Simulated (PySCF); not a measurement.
Species: C6H5 (charge +1).
SMILES: `C(#C)c1c[c+]1C`

The closed-shell ground state was solved at several levels (PySCF, density fitting, gas phase, non-relativistic). Isolated species at its PBE0-D3(BJ)/def2-SVP geometry, gas phase.

```json
{"level": "wB97X-D/pcSseg-2", "basis functions": "286", "HOMO (eV)": "-15.14", "LUMO (eV)": "-5.68", "gap (eV)": "9.46"}
{"level": "B3LYP/pcJ-1", "basis functions": "212", "HOMO (eV)": "-13.13", "LUMO (eV)": "-7.72", "gap (eV)": "5.41"}
{"level": "PBE0/pcSseg-1", "basis functions": "127", "HOMO (eV)": "-13.37", "LUMO (eV)": "-7.53", "gap (eV)": "5.84"}
```

Problem. What might CAM-B3LYP/def2-SVPD (160 basis functions) give for the same quantities?

Solution. HOMO -14.68 eV, LUMO -6.37 eV, gap 8.31 eV.

Problem. Over all these levels, which gives the widest orbital gap and which the narrowest?

Solution. wB97X-D/pcSseg-2 (range-separated hybrid) has the widest, 9.46 eV, and B3LYP/pcJ-1 (global hybrid, 20 % exact exchange) the narrowest, 5.41 eV. Functional and basis both differ between the two, so the spread mixes both effects.
